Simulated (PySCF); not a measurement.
Species: ClF.
SMILES: `FCl`

Linear response at CAM-B3LYP/def2-SVPD (PySCF, frozen core in the response, non-relativistic). Geometry: PBE0-D3(BJ)/def2-SVP; no solvent, vibrations or thermal averaging.

Static isotropic polarisability: 18.05 au (2.68 Å³), principal values 15.8, 15.8, 22.5 au.

(1) What is the polarisability at 1064 nm and at the sodium D line?

(2) What is the isotropic C6 coefficient between two such molecules, C6 = (3/π)∫α(iω)² dω?

(3) Which effective excitation energy ω̄ makes London's formula C6 = (3/4)α²ω̄ exact here?

(4) The lowest 6 singlets have (eV, f): 3.95, 0.000; 3.95, 0.000; 8.14, 0.003; 8.14, 0.003; 9.26, 0.076; 9.26, 0.076. What share of the static polarisability do they carry in the sum over states α = Σ f/ω²?

(5) What three-body coefficient follows from the one-pole estimate C9 = (3/4)·α·C6?

(6) What n − 1 at the D line would an ideal gas of it have at 273.15 K and 1 atm (2.6868 × 10¹⁹ cm⁻³), by n − 1 = 2π·N·α′?

## Answers

(1) 18.16 au at 1064 nm (+0.6 %), 18.42 au at 589.3 nm (+2.0 %). The rise at 589.3 nm is 3.32 times that at 1064 nm; a pure ω² law gives 3.26. The lowest singlet lies at 314 nm, shorter than both wavelengths.

(2) 155.8 au (Eh·bohr⁶) by a ten-point quadrature over imaginary frequencies, which is 93.1 eV·Å⁶ or 8.98 J·nm⁶/mol.

(3) ω̄ = 4·C6/(3α²) = 0.638 Eh = 17.3 eV. A one-pole form α(ω) = α/(1 − ω²/ω̄²) fitted to the 1064 nm value gives 15.0 eV. London's choice of the ionisation energy (13.03 eV, ΔSCF at the same level) gives C6 = 117 au, 25 % too low.

(4) 1.38 au, 7.7 % of α; the largest term, 0.66 au, is that of the state at 9.26 eV. Their oscillator strengths add up to 0.16. Higher states carry the rest.

(5) 2110 au. This is an estimate from the two numbers above, not a computed integral.

(6) 4.61 × 10⁻⁴, a formal value whether or not that pressure can be reached.
